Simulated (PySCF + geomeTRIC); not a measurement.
Species: H2N, SMILES `[NH2]` (charge 0, multiplicity 2).

Problem. Give a relaxed geometry from CAM-B3LYP-D3(BJ)/def2-TZVP (PySCF + geomeTRIC).

Solution. the end point of this relaxation (outside a Z-matrix the atoms follow the SMILES, hydrogens last).
Z-matrix (Å, degrees):
```
N
H 1 1.0260
H 1 1.0260 2 103.73
```
